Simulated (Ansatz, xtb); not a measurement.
# C4H7FO: which of two isomers lies lower

We compare a, `O[C@@H]1CC[C@H]1F`, a singlet, with b, `OC1(F)CCC1`, a singlet. Both are isolated molecules in the gas phase, relaxed with PBE-D3(BJ)/def2-SVP, each in the lowest conformer that the search found.

Quicker runs give these differences E(b) − E(a): GFN2-xTB −0.330 eV; HF/STO-3G −0.306 eV (at GFN2-xTB geometries); r2SCAN-D4/def2-SVP −0.454 eV (at GFN2-xTB geometries).

**Question.** Estimate E(b) − E(a) at the level CCSD(T)/def2-SVP + ΔMP2/def2-TZVPP.

**Answer.** Calculated at CCSD(T)/def2-SVP + ΔMP2/def2-TZVPP: E(b) − E(a) = −0.363 eV, so structure b lies lower.

Level by level:

| level | geometry | E(b) − E(a) (eV) | departure from the last row (eV) | job, with rough time for the two |
| --- | --- | --- | --- | --- |
| GFN2-xTB | GFN2-xTB | −0.330 | +0.034 | optimisation, 0.27 s |
| HF/STO-3G | GFN2-xTB | −0.306 | +0.058 | single point, 0.6 s |
| r2SCAN-D4/def2-SVP | GFN2-xTB | −0.454 | −0.090 | single point, 4.1 s |
| PBE-D3(BJ)/def2-SVP | PBE-D3(BJ)/def2-SVP | −0.403 | −0.039 | optimisation, 45 s |
| HF/def2-SVP | PBE-D3(BJ)/def2-SVP | −0.391 | −0.027 | part of the CCSD(T) run |
| MP2/def2-SVP | PBE-D3(BJ)/def2-SVP | −0.426 | −0.062 | part of the CCSD(T) run |
| CCSD(T)/def2-SVP | PBE-D3(BJ)/def2-SVP | −0.417 | −0.053 | single point |
| CCSD(T)/def2-SVP + ΔMP2/def2-TZVPP | PBE-D3(BJ)/def2-SVP | −0.363 |  | single point, 57 s |

As drawn, both hold the same kinds of bond in the same numbers.

None of the levels shown reverses the order. The largest departure from CCSD(T)/def2-SVP + ΔMP2/def2-TZVPP is that of r2SCAN-D4/def2-SVP, 0.090 eV. The last row adds to CCSD(T) the change of the MP2 difference between the two basis sets, here +0.053 eV.

With thermal terms from frequencies at re-optimised GFN2-xTB minima (ideal gas, soft modes damped towards free rotors, one conformer each, 298.15 K, 1 atm): on the last row, ΔE + ΔZPE = −0.372, ΔH = −0.371, ΔG = −0.373 eV.

The correlated steps freeze 6 core orbitals. Mirror images aren't counted in ΔG. Programs: Ansatz 0.2.0, xtb 6.7.1; the last row on 2 threads of Intel(R) Xeon(R) Platinum 8259CL CPU @ 2.50GHz (Skylake/Cascade Lake) on a shared host.
